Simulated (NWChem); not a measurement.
System: carbonyl sulfide (COS); SMILES S=C=O

The following NWChem deck was run.

```
start job
memory heap 200 mb stack 900 mb global 1100 mb
geometry units angstroms noautosym nocenter noautoz
  O     -1.676535     0.026960     0.022296
  C     -0.520351     0.008350     0.006924
  S      1.043153    -0.016772    -0.013873
end
basis spherical
  * library cc-pvtz
end
dft
  xc b3lyp
  iterations 150
end
tddft
  cis
  ecut -85.0
  nroots 6
  notriplet
end
task tddft energy
```

All runs use the structure optimised with PBE0/def2-SVP.

Core excitations by TDA in a window of 1s orbitals, non-relativistic and unshifted: absolute energies depend strongly on the exact-exchange share.

Question: Give the results of this calculation. (B3LYP/cc-pVTZ, restricted-window TDA.) Quantities: first 1s excitation (eV); dipole oscillator strength of the first; first state with f > 0.002 (eV); dipole oscillator strength of that state.

Answer: 
| Property | Value |
|---|---|
| first 1s excitation (eV) | 2416.7 |
| dipole oscillator strength of the first | 0.0023 |
| first state with f > 0.002 (eV) | 2416.7 |
| dipole oscillator strength of that state | 0.0023 |
